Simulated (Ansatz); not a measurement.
Saddle point of CH₆BF, closed shell (BH₂F ([BH2][F]) + CH₄ → CH₅B ([BH2][CH3]) + HF; bonds formed: B1–C6, F2–H5; bonds broken: B1–F2, H5–C6), PBE0-D4/def2-TZVP structure:

B1  (-0.636, 0.328, -0.513)
F2  (0.520, 0.318, -1.675)
H3  (-0.915, 1.468, -0.300)
H4  (-1.474, -0.458, -0.836)
H5  (0.767, -0.044, -0.628)
C6  (0.371, -0.309, 0.711)
H7  (1.170, 0.301, 1.141)
H8  (-0.464, -0.244, 1.416)
H9  (0.662, -1.361, 0.683)
(Å)

Energies are electronic, without zero-point energy. Barriers and step energies count from the start structure reached by relaxing down the imaginary mode; all methods use the PBE0-D4 structures, on which another method's saddle can fall below an end. Computed with Ansatz 0.2.0 (basis: def2-TZVPP, with def2-QZVPP for the basis limit); correlated methods freeze the cores. B3LYP uses VWN-RPA correlation. Extrapolation: Hartree–Fock as exp(−7.88 √X), correlation as X^−2.97.

```
      method  barrier (kcal/mol)  step energy (kcal/mol)
       SPW92               31.32                   29.15
      PBE-D4               42.11                   31.80
     BLYP-D4                   ?                   34.75
   r2SCAN-D4               46.28                   32.89
      B97M-V               52.28                   33.67
     PBE0-D4               46.08                   31.98
    B3LYP-D4               52.73                   34.72
  r2SCAN0-D4                   ?                   32.83
    BHLYP-D4               57.91                   35.26
CAM-B3LYP-D4                   ?                   34.72
     wB97X-V               50.61                   33.34
     wB97M-V               49.96                   32.88
      B2PLYP               53.37                   34.85
    PBE-QIDH               49.33                   32.60
  RPA on PBE               53.14                   34.37
          HF               73.40                   38.67
         MP2               50.56                   33.14
        CCSD               55.70                   33.82
     CCSD(T)               52.69                   33.40
```

Problem. Fill in the withheld barriers. (Judge from chemistry; the value comes from the calculation.)

Solution. The calculation gives: CAM-B3LYP-D4 52.12; BLYP-D4 50.46; r2SCAN0-D4 48.80 kcal/mol. Each is the energy of the saddle less that of the start structure, by the same method.

For comparison, the barrier by CCSD(T) at an estimated basis limit (MP2 extrapolated from triple and quadruple zeta, plus CCSD(T) − MP2 in triple zeta) is 52.40 kcal/mol.

T1 diagnostic: at most 0.012. The start structure is not quite a true minimum (one mode of 45i cm⁻¹).

Labels in which every atom is bracketed show which atoms are joined, not bond orders.

For scale, one of the runs: CCSD(T)/def2-TZVPP, 177 basis functions, launched by `ansatz run in.yaml --threads 2 --pin off --events-out ev --progress --plain --max-ram 4352MiB`. Time: 46 s of wall clock on 2 CPU threads of an Intel Xeon Platinum 8259CL; the host was shared. Peak host memory: 1.7 GiB.
